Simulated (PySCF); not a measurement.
**difluoroacetate (C₂HF₂O₂−): geometry, NMR shifts, spin-spin couplings and electronic excitations**

Wanted: the NMR shifts, spin-spin couplings and electronic excitations of difluoroacetate (C₂HF₂O₂−) (`O=C([O-])C(F)F`), by calculation.

Computed with PySCF 2.14.0, with density-fitted response routines of our own, on a single molecule in the gas phase. Atoms are numbered from 0 throughout.

## (1) Starting geometry

7 atoms, charge -1, multiplicity 1; geometry from: GFN2-xTB.

Bonds of the start (Å): O0–C1 1.23, C1–O2 1.22, C1–C3 1.63, C3–F4 1.37, C3–F5 1.37, C3–H6 1.10.

## (2) Relaxing the molecule at PBE0-D3(BJ)/def2-SVP

Job settings and geometry (Å):

```
{"job": {"xc": "PBE0", "basis": "def2-SVP", "d3": "d3bj", "grid": 1, "kind": "geom"}, "charge": -1, "multiplicity": 1}
O      1.304000    -1.309780    -0.182810
C      0.992990    -0.138150     0.019900
O      1.650830     0.867450     0.244910
C     -0.620120     0.074000    -0.069340
F     -1.259220    -0.361530     1.065130
F     -1.019110     1.376270    -0.221700
H     -1.042700    -0.498450    -0.910240
```

**Question.** This job is followed by: GIAO PBE0/pcSseg-1 NMR shielding, non-relativistic, gas phase; B3LYP/pcJ-1 indirect spin-spin coupling, non-relativistic, gas phase; TDDFT CAM-B3LYP/def2-SVPD, vertical, gas phase, core orbitals frozen in the response; GIAO CAM-B3LYP/pcSseg-2 NMR shielding, non-relativistic, gas phase. What will the session give for the following? point group; rotational constants (main isotopes); ¹³C shifts against TMS (PBE0/pcSseg-1); ¹H shifts against TMS (PBE0/pcSseg-1); ¹⁷O shifts against H2O (PBE0/pcSseg-1, means over atoms taken as alike); ¹⁹F shifts against CFCl3 (PBE0/pcSseg-1, means over atoms taken as alike); largest coupling of the table (B3LYP/pcJ-1); lowest singlet (CAM-B3LYP/def2-SVPD); brightest single state of those computed; lowest triplet; vertical ionisation energy (ΔSCF); range of the shift of F4.

The runs gave:

| quantity | value |
| --- | --- |
| point group | C1 |
| rotational constants (main isotopes) | 5.61, 3.24, 2.38 GHz |
| ¹³C shifts against TMS (PBE0/pcSseg-1) | 166.0, 117.1 ppm |
| ¹H shifts against TMS (PBE0/pcSseg-1) | 5.07 ppm |
| ¹⁷O shifts against H2O (PBE0/pcSseg-1, means over atoms taken as alike) | 335.1 ppm |
| ¹⁹F shifts against CFCl3 (PBE0/pcSseg-1, means over atoms taken as alike) | -140.3 ppm |
| largest coupling of the table (B3LYP/pcJ-1) | ¹J(C,F) C3–F4, -319.1 Hz |
| lowest singlet (CAM-B3LYP/def2-SVPD) | 5.73 eV (216 nm), f = 0.002 |
| brightest single state of those computed | state 7, 7.08 eV, f = 0.059 |
| lowest triplet | 5.28 eV |
| vertical ionisation energy (ΔSCF) | 4.72 eV |
| range of the shift of F4 | -140.3 to -126.0 ppm |

What this shows: Over 6 steps the energy fell by 0.066 eV; of the close pairs, C1–C3 changed most, 1.629 to 1.558 Å. No frequency check was run at this level, so the end point may be a saddle. At PBE0/pcSseg-1: The largest span, 483 ppm, is at O0, O2, where the paramagnetic term is -406 ppm. Of the pairs tabulated at B3LYP/pcJ-1, C3–F4 (mean over like pairs) couples most strongly (-319.1 Hz; Fermi contact -325.0 Hz). Density functionals describe couplings to fluorine poorly, F–F couplings above all, so those rows are rough. The first singlet state (HOMO→LUMO+4 0.34, HOMO→LUMO 0.21) lies at 5.73 eV and is weak; of the 10 states computed, the strongest absorption comes from state 7 at 7.08 eV. The lowest triplet lies 0.45 eV below the lowest singlet (triplets in Tamm-Dancoff, singlets in full TDDFT). In the gas-phase run even the lowest singlet lies above the computed detachment energy of this anion, so its states are not to be taken as bound. At CAM-B3LYP/def2-SVPD, all states lie near or above the ionisation energy, where they hang on the basis. ΔSCF puts the ionisation energy at 4.72 eV, 1.09 eV above −ε(HOMO). Across the 2 runs the shift of F4 (with its like atoms) moves most, between -140.3 (PBE0/pcSseg-1) and -126.0 ppm (CAM-B3LYP/pcSseg-2). Part of that comes from the computed reference.
